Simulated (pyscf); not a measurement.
Four-centre exchange: PH₃ + hydrogen (H₂) -> PH₃ + hydrogen (H₂)

Gas phase, singlet surface, charge 0. Bonds broken: P1–H2, H5–H6. Bonds formed: P1–H5, H2–H6. PySCF, gas phase, ωB97X-D3(BJ)/def2-SVP geometries.

Transition state (Å):

```xyz
6

P     -0.4040     0.1994     0.0648
H      1.6637     0.0985    -0.0891
H      0.4888     0.5441     1.0899
H      0.2935    -0.7660    -0.6756
H      1.0396    -1.0704     0.8473
H      1.8657    -0.6868     0.4712
```

One imaginary mode, 1899i cm⁻¹; descent along it reached the two sides named.

| bond | change | reactant side (Å) | saddle | product side |
|---|---|---|---|---|
| P1–H2 | breaks | 1.423 | 2.076 | 4.3 |
| H5–H6 | breaks | 0.760 | 0.985 | 2.8 |
| P1–H5 | forms | 4.2 | 2.076 | 1.425 |
| H2–H6 | forms | 2.7 | 0.986 | 0.760 |

Electronic energies relative to the separated reactants (eV):

```csv
level,barrier,reaction energy,reverse barrier
ωB97X-D3(BJ)/def2-TZVP,4.47,0.00,4.47
PBE/def2-TZVP,3.82,0.00,3.82
r²SCAN/def2-TZVP,4.10,0.00,4.10
B3LYP-D3(BJ)/def2-TZVP,4.19,0.00,4.19
PBE0-D3(BJ)/def2-TZVP,4.12,0.00,4.12
M06-2X/def2-TZVP,4.42,0.00,4.42
ωB97M-D3(BJ)/def2-TZVP,4.27,0.00,4.27
HF/def2-TZVP,5.55,0.00,5.55
```

With ωB97M-D3(BJ)/def2-TZVP energies and thermal terms (ideal gas, 1 atm, RRHO with modes under 100 cm⁻¹ raised to 100, one conformer, R ln 2 for chiral ones without a mode under 150 cm⁻¹), in eV:

```tsv
T (K)	ΔH‡	ΔG‡	ΔH	ΔG
298	4.25	4.60	0.00	0.00
600	4.21	4.97	0.00	0.00
900	4.21	5.35	0.00	0.00
1200	4.23	5.72	0.00	0.00
```

From the product side, PH₂• + H• + H₂ lies, by one bond made or cut, 0.45 eV under this saddle at ωB97M-D3(BJ)/def2-TZVP. The same reactants have a lower exit, to PH₂• + H• + H₂ (no saddle counted: cutting one bond costs +3.82 eV at ωB97M-D3(BJ)/def2-TZVP, against +4.27 eV here). This is the saddle that the search found; another between the same sides may lie lower.
